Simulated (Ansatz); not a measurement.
C2H3NO can be A, `N=C=CO`, or B, `C1=NCO1`.

Computed with Ansatz on PBE0-D4/def2-TZVP structures; ΔE is electronic, products minus reactants. CCSD(T)/CBS is the MP2 limit (def2-TZVPP, def2-QZVPP) plus CCSD(T) − MP2 in def2-TZVPP, frozen cores. DFT in def2-TZVPP. B3LYP here is the variant with VWN-RPA as its local correlation; programs differ in this. Each species was taken in one conformer, which may not be the lowest.

**Question.** Which isomer does CCSD(T)/CBS put lower? Give the gap. (Estimate.)

**Answer.** Computed: B, by 5.8 kcal/mol.

**Question.** Give E(B) − E(A) in kcal/mol with B2PLYP, CCSD/def2-TZVPP, CCSD(T)/def2-TZVPP, ωB97M-V, r2SCAN-D4, B3LYP-D4, LDA (SPW92). (Best estimate.)

**Answer.** Ansatz gave: B2PLYP -3.5, CCSD/def2-TZVPP -6.3, CCSD(T)/def2-TZVPP -6.6, ωB97M-V -5.7, r2SCAN-D4 -3.8, B3LYP-D4 -0.9, LDA (SPW92) -5.9. None reverses the order clearly.

**Question.** Does the order hold for the free energy at 298.15 K (harmonic terms from PBE0-D4)? (An estimate is asked.)

**Answer.** Computed: Yes: G(B) − G(A) = -3.5 kcal/mol, for one conformer each.

Largest T1 diagnostic: 0.015.

From BLYP to BHLYP (50 % exact exchange), in def2-TZVPP and without D4, E(B) − E(A) moves by −4.9 kcal/mol. Leaving LDA and LC-ωPBE aside and taking each functional with its dispersion term where it has one, the values, not all of them listed here, spread over 9.9 kcal/mol, from ωB97X-V to BLYP-D4. LDA lies −2.5 kcal/mol from PBE without D4.
